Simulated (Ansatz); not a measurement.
Nudged elastic band run: AlFHO

input.yaml

```yaml
crystal:
  periodic: [false, false, false]
  atoms:
    - { symbol: O, position_ang: [-0.137967, -1.066755, 1.294308] }
    - { symbol: Al, position_ang: [0.048535, 0.030807, -0.032656] }
    - { symbol: F, position_ang: [-1.123119, -0.014957, -1.18401] }
    - { symbol: H, position_ang: [1.268051, 0.990705, -0.097941] }
magnetization:
  spin_polarized: true
  initial_magnetization: 1
basis:
  gaussian: { orbitals: def2-SVP }
hamiltonian:
  xc: hf
neb:
  order_check: false
  images: 7
  f_tol: 0.05
  max_iterations: 60
  final_atoms:
    - { symbol: O, position_ang: [0.5539188, -0.11671969, 0.69612684] }
    - { symbol: Al, position_ang: [-0.21837377, 0.33171022, -0.72773042] }
    - { symbol: F, position_ang: [-1.625053, -0.44996448, -1.10132214] }
    - { symbol: H, position_ang: [1.34500797, 0.17477395, 1.11262672] }
  initial_path:
    images:
      - { positions_ang: [[-0.137967, -1.066755, 1.294308], [0.048535, 0.030807, -0.032656], [-1.123119, -0.014957, -1.18401], [1.268051, 0.990705, -0.097941]] }
      - { positions_ang: [[-0.0026946, -0.95384906, 1.27400339], [0.05387504, 0.10450747, -0.1155805], [-1.18876193, -0.0280041, -1.23850125], [1.19308149, 0.81714569, 0.05977936]] }
      - { positions_ang: [[0.1325778, -0.84094312, 1.25369877], [0.05921508, 0.17820794, -0.19850501], [-1.25440486, -0.0410512, -1.29299249], [1.11811198, 0.64358639, 0.21749972]] }
      - { positions_ang: [[0.2678502, -0.72803718, 1.23339416], [0.06455512, 0.25190841, -0.28142951], [-1.32004779, -0.05409831, -1.34748374], [1.04314247, 0.47002708, 0.37522009]] }
      - { positions_ang: [[0.4031226, -0.61513125, 1.21308955], [0.06989516, 0.32560888, -0.36435401], [-1.38569073, -0.06714541, -1.40197498], [0.96817296, 0.29646777, 0.53294045]] }
      - { positions_ang: [[0.44082165, -0.49052836, 1.08384887], [-0.00217207, 0.32713422, -0.45519811], [-1.44553129, -0.16285018, -1.32681177], [1.06238171, 0.26604432, 0.67786202]] }
      - { positions_ang: [[0.4785207, -0.36592547, 0.95460819], [-0.0742393, 0.32865955, -0.54604222], [-1.50537186, -0.25855494, -1.25164856], [1.15659047, 0.23562086, 0.82278358]] }
      - { positions_ang: [[0.51621975, -0.24132258, 0.82536752], [-0.14630654, 0.33018488, -0.63688632], [-1.56521243, -0.35425971, -1.17648535], [1.25079922, 0.2051974, 0.96770515]] }
      - { positions_ang: [[0.5539188, -0.11671969, 0.69612684], [-0.21837377, 0.33171022, -0.72773042], [-1.625053, -0.44996448, -1.10132214], [1.34500797, 0.17477395, 1.11262672]] }
```

Command:

```bash
$ ansatz run input.yaml --threads 1 --pin off --max-ram 2048MiB --backend cpu --events-out ev --progress --plain --runs-dir out
```

Output, in part (warnings, iteration lines, the closing report on the highest movable image, with atoms numbered from 0):

```
NEB end point (image 0): max|allowed force component| = 2.795e-4 eV/Å (the criterion of neb.relax_end_points is 1.000e-2)
NEB end point (image 8): max|allowed force component| = 8.805e-3 eV/Å (the criterion of neb.relax_end_points is 1.000e-2)
NEB iter   1: max|band force component| = 1.221e1 eV/Å  barrier→ = 4.4795 eV  barrier← = 5.3814 eV  Δτ_max = 0.1373 Å  (1186 SCF iters)
NEB iter   2: max|band force component| = 5.335e0 eV/Å  barrier→ = 2.9285 eV  barrier← = 3.8304 eV  Δτ_max = 0.0892 Å  (383 SCF iters)
NEB iter   3: max|band force component| = 1.874e0 eV/Å  barrier→ = 2.2842 eV  barrier← = 3.1860 eV  Δτ_max = 0.0970 Å  (373 SCF iters)
NEB iter   4: max|band force component| = 6.892e-1 eV/Å  barrier→ = 2.1347 eV  barrier← = 3.0366 eV  Δτ_max = 0.0571 Å  (366 SCF iters)
NEB iter   5: max|band force component| = 2.736e-1 eV/Å  barrier→ = 2.1003 eV  barrier← = 3.0022 eV  CI = image 4  Δτ_max = 0.0144 Å  (376 SCF iters)
NEB iter   6: max|band force component| = 5.697e-2 eV/Å  barrier→ = 2.0984 eV  barrier← = 3.0002 eV  CI = image 4  Δτ_max = 0.0031 Å  (328 SCF iters)
NEB iter   7: max|band force component| = 2.334e-2 eV/Å  barrier→ = 2.0982 eV  barrier← = 3.0001 eV  CI = image 4  Δτ_max = 0.0000 Å  (1200 SCF iters)
Total energy: -11335.41082841 eV, -416.5686645266 hartree
Atom 0 at     0.311568    -0.612231     1.126297 Å, force     0.007946     0.003639     0.003883 eV/Å
Atom 1 at    -0.121874     0.123250    -0.332873 Å, force     0.006985    -0.004206     0.005247 eV/Å
Atom 2 at    -1.350728    -0.018927    -1.405945 Å, force    -0.001435     0.004814    -0.004358 eV/Å
Atom 3 at     1.216534     0.447707     0.592222 Å, force    -0.013496    -0.004247    -0.004772 eV/Å
Dipole moment:     0.070168     0.254912    -0.276185 e Å
```

The forces met the threshold. Neighbouring images differ by up to 1.5 eV, so the band resolves the path poorly. A vibrational analysis at the climbing image gives one clearly imaginary mode, 1942i cm⁻¹: a first-order saddle point.

Final band (atoms are numbered from 1 in the order of the input):

| image | path coordinate (Å) | energy (kJ/mol) | Al2–H4 (Å) | O1–H4 (Å) |
| --- | --- | --- | --- | --- |
| 0 | 0.00 | 0.0 | 1.55 | 2.85 |
| 1 | 0.30 | 14.8 | 1.55 | 2.55 |
| 2 | 0.60 | 60.3 | 1.56 | 2.22 |
| 3 | 0.90 | 136.3 | 1.59 | 1.86 |
| 4 | 1.20 | 202.4 | 1.66 | 1.49 |
| 5 | 1.50 | 62.0 | 1.73 | 1.10 |
| 6 | 1.81 | -43.1 | 1.97 | 0.96 |
| 7 | 2.11 | -78.1 | 2.21 | 0.95 |
| 8 | 2.41 | -87.0 | 2.42 | 0.94 |

Run time: 90 s on 1 thread of Intel(R) Xeon(R) Processor @ 2.50GHz (Skylake/Cascade Lake) (shared host), peak memory 0.13 GiB.
